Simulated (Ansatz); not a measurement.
Results of r²SCAN (PAW; Ansatz, a program for electronic structure) for hcp Be.

Numerical settings: plane-wave cutoff 600 eV, 24×24×12 k mesh (along the axes of the cell as run), Fermi–Dirac smearing 0.1 eV, finite displacements, scalar-relativistic PAW data made under PBE.

The cell has the measured lattice parameters. Conventional cell: a = 2.2860 Å, b = 2.2860 Å, c = 3.5842 Å, α = 90.00°, β = 90.00°, γ = 120.00°.

Harmonic phonon frequencies (cm⁻¹; i marks an imaginary mode):

```
q point              frequencies
-------  -----------------------
Γ              0 0 0 463 463 693
M                              ?
A                              ?
L        491 491 515 515 651 651
```

Task: What belongs in the gaps?

Result: 
- M, frequencies: 399 434 577 587 595 601
- A, frequencies: 361 361 361 361 501 501

No imaginary mode appears at these points.

Note: the cell isn't this level's own, so it is under some stress, which shifts stiffness and frequencies.
